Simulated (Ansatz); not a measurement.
System: propyl chloride, C$_{3}$H$_{7}$Cl, net charge 0, singlet state. SMILES: CCCCl
Structure (B3LYP-D3(BJ)/def2-TZVP (Ansatz, a first-principles code) minimum search):
```
C
H 1 1.0920
H 1 1.0920 2 106.81
C 1 1.5158 2 109.09 3 117.79
H 4 1.0883 1 111.73 2 -177.01
H 4 1.0883 5 108.92 1 123.92
C 1 1.5283 2 110.25 3 -119.79
H 7 1.0907 1 110.74 2 58.84
H 7 1.0923 8 107.73 1 -121.98
H 7 1.0923 8 107.73 9 -116.03
Cl 4 1.8082 5 106.18 6 113.97
```
Charge 0, spin multiplicity 1.

Parts of the frozen-core correlation energy in aug-cc-pV(D+d)Z (Ansatz, hartree). Frozen orbitals: 8; correlated occupied orbitals by spin: 13 and 13; virtual: 143 and 143. No spin-orbit coupling. Non-relativistic.

```
term                            value
-------------------------  ----------
reference (HF)             -577.20588
MP2 opposite-spin          (withheld)
MP2 same-spin              (withheld)
CCSD correlation           (withheld)
(T)                          -0.02143
T1 diagnostic                   0.009
largest doubles amplitude       0.019
```

### Question
Fill in the missing entries.

### Answer

- MP2 opposite-spin, value: -0.46048
- MP2 same-spin, value: -0.14320
- CCSD correlation, value: -0.65967
